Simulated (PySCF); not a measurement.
An element was calculated at UHF (PySCF 2.14, non-relativistic, a triple-zeta basis, no spin-orbit coupling), in the ground configurations that NIST lists.

* first ionisation energy: 7.635 eV
* second ionisation energy: 15.800 eV
* third ionisation energy: 31.936 eV

Task: Which element is it?

Result: Silicon (Si, Z = 14), in pcseg-2. NIST lists 8.152, 16.346, 33.493 eV for these ionisation energies.
